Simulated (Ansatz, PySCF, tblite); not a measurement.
Breaking a bond: Li₂, singlet. Each curve is given relative to its own lowest point near equilibrium.

| R / Å | A | B | C | D |
|---|---|---|---|---|
| 2.07 | 11.3 | 11.0 | 11.6 | 1.3 |
| 2.18 | 7.1 | 6.9 | 7.4 | 0.3 |
| 2.35 | 2.8 | 2.8 | 3.1 | 0.0 |
| 2.45 | 1.3 | 1.3 | 1.5 | 0.4 |
| 2.62 | 0.1 | 0.1 | 0.2 | 1.9 |
| 2.68 | 0.0 | 0.0 | 0.0 | 2.6 |
| 2.74 | 0.0 | 0.0 | 0.0 | 3.4 |
| 2.85 | 0.4 | 0.3 | 0.2 | 5.2 |
| 2.92 | 0.8 | 0.7 | 0.5 | 6.4 |
| 2.96 | 1.1 | 1.0 | 0.8 | 7.1 |
| 3.12 | 2.5 | 2.3 | 1.9 | 10.0 |
| 3.41 | 5.8 | 5.4 | 4.8 | 13.6 |
| 3.74 | 10.3 | 9.4 | 8.6 | 20.4 |
| 4.09 | 15.0 | 13.3 | 12.7 | 28.2 |
| 4.59 | 21.4 | 17.7 | 17.9 | 39.2 |
| 5.01 | 26.0 | 20.1 | 21.6 | 47.9 |
| 5.48 | 30.3 | 21.8 | 24.9 | 56.5 |
| 6.10 | 34.9 | 22.9 | 28.0 | 65.3 |
| 6.68 | 38.1 | 23.3 | 30.1 | 71.3 |
| 7.36 | 40.9 | 23.6 | 31.6 | 76.0 |
| 8.25 | 43.4 | 23.7 | 32.7 | — |

Energies in kcal/mol.

Q: Assign the columns to these levels of theory: tblite 0.5.0 with GFN2-xTB, 300 K electronic temperature; CCSD on RHF/cc-pVTZ, frozen core (Ansatz, an electronic-structure program); restricted BHandHLYP/cc-pVTZ (PySCF); restricted PBE/cc-pVTZ (Ansatz).

A: A is RKS-BHandHLYP; B is RCCSD; C is RKS-PBE; D is GFN2-xTB.

A dash means that the run gave no value there, or that the column was ended at a point which the program doubted or which failed a test of continuity chosen for this set; such a test can also cut sound points.

With two correlated electrons CCSD is exact in the basis where it finds the lowest root (RCCSD). The restricted form behind RKS-PBE, RKS-BHandHLYP keeps the bonding electrons paired and can't separate into open-shell fragments.
